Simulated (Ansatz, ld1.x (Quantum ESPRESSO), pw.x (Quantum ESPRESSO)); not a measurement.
What a changed setting does to a pw.x run (fcc Pb)

Potential: norm-conserving Troullier–Martins (Kleinman–Bylander form), ld1.x (Quantum ESPRESSO) 7.5, PBE; core [Xe] 4f14, reference 5d10 6s2 6p2; waves: 6p (bound): rc 1.90 bohr; 5d (bound): rc 1.95 bohr; 6s (bound): rc 2.32 bohr; local part: the s channel; core correction: none.

The reference run (k-mesh 11³, cutoffs 110/440 Ry, Fermi–Dirac 0.01 Ry, mixing_beta 0.4, conv_thr 1e-9, no spin) gives 0.18 GPa at 32.023 Å³/atom, where all-electron LAPW gives -0.05 GPa. This run, with its own iteration cap, changes mixing_beta to 0.05.

```
&control
  calculation='scf', prefix='x', pseudo_dir='./', outdir='./tmp', tstress=.true., disk_io='none'
/
&system
  ibrav=0, nat=1, ntyp=1, ecutwfc=110, ecutrho=440, nbnd=15,
  occupations='smearing', smearing='fd', degauss=0.01
/
&electrons
  conv_thr=1e-09, mixing_beta=0.05, electron_maxstep=60
/
ATOMIC_SPECIES
Pb 1.0 Pb.UPF
CELL_PARAMETERS angstrom
  0.00000000 2.52044567 2.52044567
  2.52044567 0.00000000 2.52044567
  2.52044567 2.52044567 0.00000000
ATOMIC_POSITIONS crystal
Pb 0.0000 0.0000 0.0000
K_POINTS automatic
11 11 11 0 0 0
```

```bash
pw.x < Pb.scf.in > Pb.scf.out
```

Problem. How does the run end?

Solution. It converges in 11 iterations; the free energy moves by +0.0 meV/atom and the pressure by +0.01 GPa. The result is that of the reference run.

```
Message from routine setup:
     using ibrav=0 with symmetry is DISCOURAGED, use correct ibrav instead
     lattice parameter (alat)  =       6.7358  a.u.
     unit-cell volume          =     216.1019 (a.u.)^3
     number of electrons       =        14.00
     number of Kohn-Sham states=           15
     kinetic-energy cutoff     =     110.0000  Ry
     charge density cutoff     =     440.0000  Ry
     scf convergence threshold =      1.0E-09
     Exchange-correlation= PBE
     number of k points=    56  Fermi-Dirac smearing, width (Ry)=  0.0100
     iteration #  1     ecut=   110.00 Ry     beta= 0.05
     c_bands:  1 eigenvalues not converged
     total energy              =    -119.87458396 Ry
     estimated scf accuracy    <       0.00237661 Ry
     iteration #  2     ecut=   110.00 Ry     beta= 0.05
     total energy              =    -119.87350016 Ry
     estimated scf accuracy    <       0.00202100 Ry
     iteration #  3     ecut=   110.00 Ry     beta= 0.05
     total energy              =    -119.87391130 Ry
     estimated scf accuracy    <       0.00008727 Ry
     [... 5 iterations left out ...]
     iteration #  9     ecut=   110.00 Ry     beta= 0.05
     total energy              =    -119.87389741 Ry
     estimated scf accuracy    <       0.00000023 Ry
     iteration # 10     ecut=   110.00 Ry     beta= 0.05
     total energy              =    -119.87389722 Ry
     estimated scf accuracy    <       0.00000032 Ry
     iteration # 11     ecut=   110.00 Ry     beta= 0.05
     the Fermi energy is    10.5606 ev
!    total energy              =    -119.87389728 Ry
     estimated scf accuracy    <          1.4E-10 Ry
     smearing contrib. (-TS)   =      -0.00232161 Ry
     The total energy is F=E-TS. E is the sum of the following terms:
     one-electron contribution =     -37.61529986 Ry
     hartree contribution      =      26.84561370 Ry
     xc contribution           =     -14.76617490 Ry
     ewald contribution        =     -94.33571461 Ry
     convergence has been achieved in  11 iterations
          total   stress  (Ry/bohr**3)                   (kbar)     P=        1.81
     Message from routine punch:
     Nothing written, as per user request (disk_io='none')
```

The run took about 66 s on one core of a shared host (Neoverse-V1, 32 threads, 247 GiB, load 13).
